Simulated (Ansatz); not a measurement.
Cost and result for the atomization energy of C₃H₈N₂, SMILES `C=C(N)CN` (13 atoms, 12 bonds).

```xyz
13

C     0.719    1.004   -1.367
C     0.422    0.460   -0.182
N     0.532    1.090    1.040
C    -0.005   -0.977   -0.058
N    -1.175   -1.093    0.805
H     0.653    0.413   -2.270
H     1.062    2.028   -1.458
H    -0.119    0.728    1.722
H     0.579    2.095    1.015
H     0.809   -1.533    0.421
H    -0.141   -1.391   -1.064
H    -1.332   -2.054    1.074
H    -2.005   -0.771    0.322
```

Charge 0, multiplicity 1. All single points use the PBE0-D4/def2-TZVP geometry. It is one conformer, not always the lowest. Program: Ansatz. All runs use 4 threads of a server CPU on a shared host. Times are those of one run each, without the atoms' runs, and a repeat can differ threefold. Electronic energies, without spin–orbit coupling; frozen cores. CCSD(T)/CBS adds CCSD(T) − MP2 in def2-TZVPP to the MP2 limit, and its time is that of the two runs behind it. T1 = 0.011. HSE06 is the plane-wave form, built on full-range PBE exchange.

CCSD(T)/CBS is a level of theory with its own doubt, some kJ/mol a heavy atom from the limit and from the frozen cores, so smaller differences don't rank the functionals.

```
                             level  functions  atomization (kJ/mol)  difference from CCSD(T)/CBS  per bond
                 CCSD(T)/CBS(def2)          –                5028.3                          0.0       0.0
               BHLYP-D4/def2-TZVPP        267                4891.7                       -136.6     -11.4
                  CCSD(T)/def2-SVP        110                4760.5                       -267.8     -22.3
                CCSD(T)/def2-TZVPP        267                4888.2                       -140.1     -11.7
            LDA (SPW92)/def2-TZVPP        267                5820.1                        791.8      66.0
                 B97M-V/def2-TZVPP        267                5035.2                          6.9       0.6
                 B2PLYP/def2-TZVPP        267                4994.4                        -33.9      -2.8
                BLYP-D4/def2-TZVPP        267                5070.0                         41.7       3.5
r2SCAN-D4/def2-TZVPP (with forces)        267                5029.5                          1.2       0.1
              revPBE-D4/def2-TZVPP        267                5054.9                         26.6       2.2
                    MP2/def2-QZVPP        525                5037.6                          9.3       0.8
               HSE06-D4/def2-TZVPP        267                5079.0                         50.7       4.2
             r2SCANh-D4/def2-TZVPP        267                4997.9                        -30.4      -2.5
```

(1) Order the runs by time, with rough figures. (Estimate.)

Answers

(1) The calculation gave: LDA (SPW92)/def2-TZVPP 1.1 s; BLYP-D4/def2-TZVPP 1.8 s; revPBE-D4/def2-TZVPP 1.9 s; BHLYP-D4/def2-TZVPP 2.2 s; HSE06-D4/def2-TZVPP 2.5 s; r2SCANh-D4/def2-TZVPP 3.8 s; r2SCAN-D4/def2-TZVPP (with forces) 3.8 s; B2PLYP/def2-TZVPP 4.7 s; CCSD(T)/def2-SVP 5.5 s; B97M-V/def2-TZVPP 7 s; MP2/def2-QZVPP 21 s; CCSD(T)/def2-TZVPP 2.6 min; CCSD(T)/CBS(def2) 3 min.

The D4 term adds +36.4 kJ/mol with B3LYP and +19.1 kJ/mol with PBE0; it sums over pairs of atoms, weighted by their polarisabilities, and B3LYP, whose exchange is more repulsive, gets the larger term. Leaving LDA and LC-ωPBE aside and taking each functional with its dispersion term where it has one, the values, not all of them listed here, spread over 293.0 kJ/mol, from BHLYP-D4 to PBE-D4. LDA lies +658.3 kJ/mol from PBE without D4, its usual overbinding. At CCSD(T), def2-SVP lies −267.8 kJ/mol from the extrapolated value and def2-TZVPP −140.1 kJ/mol: correlation converges slowly with the basis, and small sets miss more of it in the bonded molecule than in its fragments.

B3LYP here is the variant with VWN-RPA as its local correlation; programs differ in this.
